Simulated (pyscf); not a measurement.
Structures and frequencies: ωB97X-D3(BJ)/def2-SVP in PySCF.

Task: H₃C–Si(O•)(OH)–OH + hydrogen (H₂) -> H₃C–Si(OH)(OH)–OH + H atom (H•)
Surface: doublet. Broken: H–H. Formed: H–O. Give ΔE‡ and ΔE from ωB97M-D3(BJ)/def2-TZVP, relative to the separated reactants.

Result: ΔE‡ = 16.0 kJ/mol, ΔE = -68.7 kJ/mol. Zero-point energy shifts the barrier by +0.4 kJ/mol. It is a hydrogen abstraction, with an imaginary mode of 911i cm⁻¹. This is the saddle that the search found; another between the same sides may lie lower. The angle at the transferred H is 160°.
